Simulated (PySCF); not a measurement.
# Working with the constants of BN⁺

UHF-CCSD(T) constants of BN⁺, ⁴Σ⁻ (quartet), unpaired electrons σ ↑, π ↑↑ (basis B def2-TZVPPD, N def2-TZVPPD; no relativity; PySCF 2.14; masses 11.0093 and 14.0031 u):

| Property | Result |
| --- | --- |
| ωe | 1017.6 cm⁻¹ |
| ωexe | 25.0 cm⁻¹ |
| Be | 1.2779 cm⁻¹ |
| αe | 0.0292 cm⁻¹ |
| De to B⁺ + N | 1.23 eV |

**Question.** What force constant and bond length do these constants imply?

**Answer.** Reduced mass μred = 6.1635 u; k = 5.8918×10⁻⁷·μred·ωe² (u, cm⁻¹, mdyn/Å) = 3.76 mdyn/Å; Re = √(16.8576/(μred·Be)) (u, cm⁻¹, Å) = 1.463 Å.

**Question.** Estimate the centrifugal constant D from the Kratzer relation and find the Dunham coefficient a1.

**Answer.** D = 4Be³/ωe² = 8.06e-06 cm⁻¹; a1 = −1 − αeωe/(6Be²) = -4.03.

Correlated steps freeze 2 core orbitals. For an ion De counts to the pair picked by the measured ionisation energies or electron affinities, which need not be the lowest pair at this level. The state is the lowest determinant that a PBE0 search found; another state may lie lower at other levels.
